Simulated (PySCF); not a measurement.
Gas-phase XPS of `CC1=CC1(F)F`, computed

Compound: C4H4F2.
Geometry (PBE0-D3(BJ)/def2-SVP, Å), atoms numbered from 1 in this order:
```xyz
10
C4H4F2 angstrom
C      1.396   -0.429    0.377
C      0.007   -0.156   -0.028
C     -1.158   -0.582   -0.487
C     -1.043    0.828   -0.196
F     -1.665    1.405    0.858
F     -1.001    1.769   -1.168
H      1.650   -1.493    0.270
H      2.090    0.170   -0.232
H      1.546   -0.129    1.426
H     -1.770   -1.412   -0.837
```

Method: PySCF, delta-SCF UKS SCAN, pcX-2 on the ionised atom, pcseg-1 elsewhere, spin-free X2C. Vertical ΔSCF values, vacuum level as zero.

Q: Give the core binding energies atom by atom.

A: 
```
atom(s)                      environment  level  binding energy (eV)  above the level's lowest (eV)  count
     C1                   allylic carbon   C 1s               291.75                          +0.45      1
     C2  fully substituted alkene carbon   C 1s               291.74                          +0.44      1
     C3                 alkene CH carbon   C 1s               291.30                           0.00      1
     C4                       CF2 carbon   C 1s               295.39                          +4.09      1
  F5/F6          fluorine of a CF2 group   F 1s               692.69                           0.00      2
```

Lowest listed C 1s: C3, bonded to C (double bond), C and H. Highest, 4.09 eV above it: C4, bonded to 2 F and 2 C. The widest gap between neighbouring values is 3.64 eV, between 291.75 and 295.39 eV. The values 291.74 and 291.75 eV lie too close for their order to be trusted.

Q: Give the binding energy of C 1s of C4 in hartree and in kJ/mol.

A: 295.39 eV = 10.8554 Eh = 28501 kJ/mol.

The first atom of each set that the bonding makes equivalent was ionised and stands for the set. Geometry: PBE0-D3(BJ)/def2-SVP; no solvent, vibrations or thermal averaging.

The run took 44 s wall on one thread of an Arm Neoverse N1, shared host, and the process peaked at 0.50 GiB of memory.
